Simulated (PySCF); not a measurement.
fluorine (F₂), SMILES FF. Coordinates come from a PBE-D3(BJ)/def2-TZVPD optimisation.

Computed equilibrium geometry at PBE-D3(BJ)/def2-TZVPD (PySCF confirms it by a frequency run) as Cartesian coordinates in Å, and its point group:
point group D∞h.
```xyz
2

F      0.0000     0.0000    -0.7065
F      0.0000     0.0000     0.7065
```
Charge 0, spin multiplicity 1.
